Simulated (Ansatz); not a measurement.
A nudged elastic band was laid between two geometries of H₆NSi₂ (9 atoms, charge 1, multiplicity 1).

Method: Ansatz, RKS B3LYP/def2-SVP.

* movable images: 7
* climbing image: yes
* spring: 5.0 eV/Å²
* optimiser: quadratic models (default)
* start path: IDPP
* force threshold: 0.05 eV/Å
* iteration limit: 57
* end points: relaxed

Image 0:

```xyz
9
Properties=species:S:1:pos:R:3
N -0.907 0.976 -1.306
Si 0.197 0.822 -0.066
Si 0.560 -1.259 1.028
H -1.480 0.210 -1.664
H -1.088 1.854 -1.797
H 0.858 2.119 0.209
H 1.999 -1.537 0.797
H -0.363 -2.203 0.353
H 0.225 -0.980 2.446
```

Image 8:

```xyz
9
Properties=species:S:1:pos:R:3
N -0.907 0.976 -1.306
Si 0.197 0.821 -0.065
Si 0.560 -1.260 1.028
H -1.087 1.854 -1.797
H -1.480 0.211 -1.665
H 0.858 2.118 0.209
H 1.999 -1.537 0.797
H -0.364 -2.204 0.353
H 0.225 -0.980 2.446
```

Which bonds break or form, and what moves?

No bond is made or broken. The dihedral H5–N1–Si2–Si3 goes from 180 to 0°. The two ends are copies of one structure, up to a mirror image or an exchange of like atoms.

What energy profile does the band end with?

The forces met the threshold. The highest image is number 4 of 0 to 8, 110.3 kJ/mol above the ends, which have the same energy within 2 meV. A vibrational analysis at the climbing image gives one clearly imaginary mode, 934i cm⁻¹, and a faint second one (33i cm⁻¹) that may be numerical noise or a soft torsion: probably a first-order saddle point. Limits of this set-up: the dipole of an ion depends on the origin.

| image | path coordinate (Å) | energy (kJ/mol) | dihedral H5–N1–Si2–Si3 (°) |
| --- | --- | --- | --- |
| 0 | 0.00 | 0.0 | 180 |
| 1 | 0.52 | 3.4 | 166 |
| 2 | 1.03 | 27.8 | 140 |
| 3 | 1.55 | 76.6 | 120 |
| 4 | 2.06 | 110.3 | 104 |
| 5 | 2.57 | 77.6 | 75 |
| 6 | 3.07 | 29.6 | 45 |
| 7 | 3.57 | 4.3 | 16 |
| 8 | 4.08 | 0.0 | 0 |

What is the geometry of the highest image?


```xyz
9
Properties=species:S:1:pos:R:3
N -0.798 0.878 -1.492
Si 0.272 0.710 -0.198
Si 0.331 -1.205 1.212
H -0.504 0.756 -2.464
H -1.627 1.476 -1.446
H 1.231 1.826 0.066
H 1.723 -1.697 1.032
H -0.728 -2.119 0.728
H 0.100 -0.625 2.563
```

Run time: 2.3 min on 1 CPU thread of a shared host.
